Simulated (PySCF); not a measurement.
PySCF input (BP86/6-31G* (5d)):

```python
from pyscf import gto, dft

mol = gto.M(
    atom='''
    O     0.39958647    1.19705172    0.49062668
    C     0.16077201    0.04986817    0.01460440
    N     0.99490316   -0.87693290   -0.41154964
    C    -1.32751809   -0.33678506   -0.08884436
    H    -1.84871721    0.39581689   -0.71352551
    H    -1.46283536   -1.33583130   -0.50633873
    H    -1.78317322   -0.28964351    0.90550806
    H     1.93418841   -0.48672424   -0.28437002
    ''',
    basis='6-31g*',
    charge=-1,
    spin=0,
    verbose=4,
)

mf = dft.RKS(mol, xc='bp86')
mf.grids.level = 3
mf.conv_tol = 1e-9
mf.max_cycle = 100
mf.max_memory = 1500
mf.kernel()
if not mf.converged:
    mf = mf.newton()
    mf.kernel(mf.make_rdm1())
mf.dip_moment()
```

Question: What final total energy does it give?

Answer: -208.59930 Eh.
